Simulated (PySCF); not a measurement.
Molecule: `COC(N=C)=C`, C4H7NO.

Mapped SMILES: `[CH2:1]=[N:2][C:3](=[CH2:4])[O:5][CH3:6]`; H(Xn) means a hydrogen on atom n. Ha(C1) is cis to C3; Ha(C4) is cis to N2; Hb(C1) is trans to C3; Hb(C4) is trans to N2.

Geometry PBE0-D3(BJ)/def2-SVP throughout; GIAO in PySCF 2.14, gas phase, one conformer, non-relativistic; equivalent atoms averaged; basis pcSseg-1.

For orientation, CAM-B3LYP gives these shifts δ (against TMS, NH3, H2O at the same level): C1 159.4, C4 75.6, C6 54.3, N2 407.8, O5 100.4, Ha(C1) 7.59, Hb(C1) 6.94, Ha(C4) 3.54, H(C6) 3.54 ppm.

A run gave: C1 159.7, C4 75.4, C6 55.6, N2 416.8, O5 126.3, Ha(C1) 7.84, Hb(C1) 6.91, Ha(C4) 3.66, H(C6) 3.68 ppm (shifts δ (against TMS, NH3, H2O at the same level)).

Question: Which functional was used in that run?
A. LDA
B. wB97X-D
C. WP04
D. OPBE
E. B97-D

Answer: A. N2 tells them apart best: LDA gives 416.8, B97-D gives 377.7, WP04 gives 382.5, wB97X-D gives 395.5, OPBE gives 370.8 ppm.
